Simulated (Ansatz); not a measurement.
Energy needed to pull apart SiHSF (SMILES F[Si]S), closed shell, into free ground-state atoms, from the structure below (displaced at random from its PBE0-D4/def2-TZVP minimum); no zero-point or spin–orbit terms; open-shell atoms are treated unrestricted, in their ground-state multiplicity.

F1  (-1.237, 0.014, 1.113)
Si2  (0.039, 1.065, 0.823)
S3  (1.034, -0.024, -0.943)
H4  (0.193, -0.929, -0.997)
(Å)

Computed with Ansatz 0.2.0 (basis: def2-TZVPP); correlated methods freeze the cores.

```csv
method,atomization energy (eV)
PBE-D4,13.78
r2SCAN-D4,13.43
PBE0-D4,?
wB97M-V,13.63
HF,?
MP2,13.32
CCSD,12.60
CCSD(T),12.92
```

Q: What does PBE0-D4 give? (An estimate is asked for; the value comes from the calculation.)

A: Computed: 13.24 eV, which is about 0.32 eV more than CCSD(T)/def2-TZVPP.

Q: What does HF give? (Judge from chemistry; the value comes from the calculation.)

A: The calculation gives: 9.06 eV, which is about 3.85 eV less than CCSD(T)/def2-TZVPP.

In triple zeta the MP2 and coupled-cluster atomization energies are still short of their basis limit by a few kcal/mol a bond, whereas those of the functionals are nearly converged, so these differences are not deviations from converged CCSD(T).

T1 diagnostic: at most 0.017. The restricted Hartree–Fock reference is unstable towards an unrestricted one here.

For scale, one of the runs: CCSD(T)/def2-TZVPP forces, 129 basis functions (an equivalent command: `ansatz run in.yaml --threads 2`). Hardware: 2 CPU threads, shared host. Wall time 21 s; peak host memory 1 GiB.
